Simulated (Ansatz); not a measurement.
HBAl, doublet: the ladder up to full CI

Geometry: displaced at random from a stationary point.

```xyz
3

B     0.0844   -0.0868    0.3093
Al   -0.0805   -0.0198   -1.7984
H    -0.0039    0.1065    1.4891
```

Basis 6-31G; Ansatz 0.2.0. Only valence electrons are correlated (noble-gas cores frozen), which leaves 7 electrons in 18 orbitals. Prefix R: restricted or restricted open-shell reference; prefix U: unrestricted. Active spaces: valence = (7e, 9o) chosen from the atoms' valence shells.

Full CI is exact within this basis and frozen core; it isn't the basis-set limit. The frozen core follows each run's orbitals, which can shift R against U totals by a few meV.

HF rows: RHF is the determinant under the cluster runs. Coupled cluster chose its determinant by a search with trial CCSD, here up to 0.11 eV above the lowest Hartree–Fock solution of its kind, and MP2 stands on that determinant too. For open shells CISD and CISDTQ are restricted-active-space CI with the open shells as a complete middle space.

The UHF ⟨S²⟩ is 1.201 and the ⟨S²⟩ of the determinant under UCCSD is 0.763. The T1 diagnostic (RCCSD) is 0.0314. The largest doubles amplitude (RCCSD) is 0.109 and the T1 diagnostic (UCCSD) is 0.0339.

```csv
level,E − E(full CI) (mEh),share of correlation (%),wall time
RHF,92.94,0.00,–
RMP2,31.18,66.45,–
UMP2,30.98,66.66,–
CISD†,8.06,–,0.63 s
RCCSD,3.10,96.66,–
UCCSD,3.10,96.67,–
RCCSD(T),1.16,98.76,1.6 s
UCCSD(T),1.17,98.74,4.6 s
BCCD(T),1.14,98.78,1.6 s
RCCSDT,0.19,99.79,–
UCCSDT,0.19,99.79,–
CISDTQ,0.49,99.48,3.6 s
RCCSDT(Q),0.05,99.94,3.8 s
UCCSDT(Q),0.05,99.95,8.5 s
RCCSDTQ,0.01,99.99,28 s
UCCSDTQ,0.00,100.00,34 s
CASSCF (valence space)†,24.50,–,–
NEVPT2 (valence space)†,7.55,–,2.8 s
MRCISD (valence space)†,0.92,–,–
MRCISD+Q (valence space)†,0.45,–,4.2 s
MRCISD+Q(relaxed) (valence space)†,0.10,–,5.5 s
```

A dagger marks rows that describe another state than the reference (another or a broken symmetry, a higher spin or other natural occupations), so the difference holds a gap between states beside the method's error.

The correlation energy at full CI, counted from RHF, is -2.529 eV. That run took 32 s on 1 thread of Arm Neoverse V1, shared host over 1,247,040 determinants.

Run but not shown, since their state, orbitals or frozen core can't be matched to the reference's or they repeat it: UHF.

Times hold each run's SCF and search for its determinant on a shared host, so for small cases they say little of a method's own cost; they ran on 1 thread of Arm Neoverse V1. Some runs computed forces too.

The full-CI state has the irrep A'' of Cs, in the program's axes.

Natural occupations of full CI about the gap: 1.968 1.945 1.868 0.984 0.073 0.049 0.041 0.025 0.020 0.008; effectively unpaired electrons, Σ n²(2−n)², 1.12.
